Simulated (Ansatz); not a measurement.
## Ansatz (development build ahead of 0.2.0) run

```yaml
crystal:
  periodic: [false, false, false]
  atoms:
    - { symbol: C, position_ang: [0.0, 0.0, 0.44098] }
    - { symbol: C, position_ang: [0.0, 1.23086, -0.20582] }
    - { symbol: C, position_ang: [0.0, -1.23086, -0.20582] }
    - { symbol: H, position_ang: [0.0, 0.0, 1.51898] }
    - { symbol: H, position_ang: [0.0, 2.15278, 0.34535] }
    - { symbol: H, position_ang: [0.0, -2.15278, 0.34535] }
    - { symbol: H, position_ang: [0.0, 1.29617, -1.27949] }
    - { symbol: H, position_ang: [0.0, -1.29617, -1.27949] }
basis:
  gaussian: { orbitals: cc-pVTZ }
magnetization:
  initial_magnetization: 1
hamiltonian:
  xc: hf
correlation:
  method: mp2
  frozen_orbitals: { C: 1, H: 0 }
scf:
  omitted_lower_state_checks: [stability, starts, atomic_configurations, cluster_reference, orbital_swaps, given_window_search, neighbouring_geometries, increment]
```

The input is written out in the form of the current development build from the run's settings. Correlation on restricted open-shell orbitals is semicanonical, with singles.

Output:

| Item | Value |
| --- | --- |
| Converged | yes |
| Reference energy | -116.48717 hartree |
| Correlation energy | -0.49371 hartree |
| Total energy | -116.98089 hartree |
| Spin squared of the determinant | 0.750 |
| Occupied orbitals by symmetry in an Abelian subgroup (alpha; beta) | 6 A1 1 A2 1 B1 4 B2; 6 A1 1 B1 4 B2 |

Caution: an unrestricted determinant lies well below.
